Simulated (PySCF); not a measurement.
C4H4N (charge -1).
Bonds: C1–C2 (aromatic), C2–C3 (aromatic), C3–N4 (aromatic), N4–C5 (aromatic), C1–C5 (aromatic). Hydrogens: H6 on C1; H7 on C2; H8 on C3; H9 on C5.

The same species was optimised twice, with GFN2-xTB and with PBE0-D3(BJ)/def2-SVP (PySCF), and the same property calculations (PySCF, gas phase) were run on both structures.

```tsv
coordinate	GFN2-xTB	PBE0-D3(BJ)/def2-SVP	change
C1–C5 (Å)	1.383	1.404	+0.021
C2–C3 (Å)	1.383	1.404	+0.021
C1–C2 (Å)	1.404	1.417	+0.013
C5–H9 (Å)	1.086	1.098	+0.012
C3–H8 (Å)	1.087	1.098	+0.011
C2–H7 (Å)	1.085	1.095	+0.010
C1–H6 (Å)	1.085	1.095	+0.010
C3–N4 (Å)	1.349	1.354	+0.005
N4–C5 (Å)	1.349	1.354	+0.005
C1–C5–H9 (°)	127.6	126.9	-0.7
C2–C3–H8 (°)	127.6	126.9	-0.7
N4–C3–H8 (°)	120.2	120.7	+0.5
N4–C5–H9 (°)	120.2	120.6	+0.4
C2–C1–C5 (°)	105.4	105.1	-0.3
C1–C2–C3 (°)	105.4	105.1	-0.3
C1–C5–N4 (°)	112.2	112.4	+0.2
C5–C1–H6 (°)	127.3	127.5	+0.2
```

Rotational constants: A = 9787, B = 9457, C = 4810 MHz (GFN2-xTB) against A = 9651, B = 9237, C = 4720 MHz (PBE0-D3(BJ)/def2-SVP). Point groups within 0.08 Å: C2v and C2v.

On the GFN2-xTB structure: HOMO (eV) -0.03 [PBE0/pcSseg-1]; LUMO (eV) 6.63 [PBE0/pcSseg-1]; GIAO shielding of C1/C2 (mean) (ppm) 87.0 [PBE0/pcSseg-1]; GIAO shielding of C3/C5 (mean) (ppm) 60.0 [PBE0/pcSseg-1]; GIAO shielding of N4 (ppm) -28.7 [PBE0/pcSseg-1]; C1s of C1 (eV) 283.81 [delta-SCF UKS SCAN, pcX-2 on the ionised atom, pcseg-1 elsewhere, spin-free X2C]; C1s of C3 (eV) 284.20 [delta-SCF UKS SCAN, pcX-2 on the ionised atom, pcseg-1 elsewhere, spin-free X2C]; N1s of N4 (eV) 397.60 [delta-SCF UKS SCAN, pcX-2 on the ionised atom, pcseg-1 elsewhere, spin-free X2C].

Q: What do these properties become on the PBE0-D3(BJ)/def2-SVP structure?

A: 
```csv
property,level,on GFN2-xTB,on PBE0-D3(BJ)/def2-SVP,change
HOMO (eV),PBE0/pcSseg-1,-0.03,0.00,+0.03
LUMO (eV),PBE0/pcSseg-1,6.63,6.60,-0.03
"energy, GFN2-xTB geometry as zero (kcal/mol)",PBE0/pcSseg-1,0.0,-0.3,-0.3
GIAO shielding of C1/C2 (mean) (ppm),PBE0/pcSseg-1,87.0,82.7,-4.3
GIAO shielding of C3/C5 (mean) (ppm),PBE0/pcSseg-1,60.0,57.7,-2.3
GIAO shielding of N4 (ppm),PBE0/pcSseg-1,-28.7,-32.2,-3.5
C1s of C1 (eV),"delta-SCF UKS SCAN, pcX-2 on the ionised atom, pcseg-1 elsewhere, spin-free X2C",283.81,283.92,+0.11
C1s of C3 (eV),"delta-SCF UKS SCAN, pcX-2 on the ionised atom, pcseg-1 elsewhere, spin-free X2C",284.20,284.30,+0.10
N1s of N4 (eV),"delta-SCF UKS SCAN, pcX-2 on the ionised atom, pcseg-1 elsewhere, spin-free X2C",397.60,397.70,+0.10
```

The heavy atoms differ by 0.012 Å rms after alignment. Among all bonds C1–C5 and C2–C3 change most and about equally (+0.021 Å). Changes are differences of the printed values. Neither structure is proved a minimum here. Geometry: PBE0-D3(BJ)/def2-SVP; no solvent, vibrations or thermal averaging. The geometry's basis has no diffuse functions, a weakness for an anion.
